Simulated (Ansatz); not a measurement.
What does this script print? It uses Ansatz 0.2.0, Python API.

`conformers_c3h6clf.py`
```python
'''Conformer energies of C3H6ClF.'''

import ansatz
from rdkit import Chem
from rdkit.Chem import AllChem

params = {
    'basis': 'cc-pVDZ',
    'functional': 'b3lyp',
}


def main() -> None:
    rd = Chem.AddHs(Chem.MolFromSmiles('CC(Cl)CF'))
    ids = list(AllChem.EmbedMultipleConfs(rd, numConfs=20, randomSeed=881, pruneRmsThresh=0.4))
    field = [energy for _, energy in AllChem.MMFFOptimizeMoleculeConfs(rd)]
    distinct = {round(e, 2): i for i, e in zip(ids, field)}
    chosen = sorted(distinct.items())[:3]
    found = []
    for force_field, index in chosen:
        c3h6clf = ansatz.Crystal.molecule()
        for atom, xyz in zip(rd.GetAtoms(), rd.GetConformer(index).GetPositions()):
            c3h6clf = c3h6clf.atom(atom.GetSymbol(), xyz.round(5).tolist())
        calculation = (
            c3h6clf.calculation()
            .basis(gaussian=params['basis'])
            .functional(params['functional'])
        )
        found.append(calculation.run().report['free_energy_ev'])
    print('conformer   MMFF (kcal/mol)   this level (eV)')
    for (force_field, index), e in zip(chosen, found):
        print(f'{index:9d} {force_field - chosen[0][0]:17.2f} {(e - min(found)):17.3f}')


if __name__ == '__main__':
    main()
```

`python conformers_c3h6clf.py` gives:
```text
conformer   MMFF (kcal/mol)   this level (eV)
        2              0.00             0.000
        4              0.59             0.040
        5              0.67             0.045
```

Reading the output:
- The conformers keep their force-field geometries.
- b3lyp holds the VWN-RPA fit, as in Gaussian; the form of ORCA and Turbomole is b3lyp5.
- Wall time of the script: 13 s on 1 thread of Arm Neoverse V1 (shared host), peak memory 0.33 GiB.
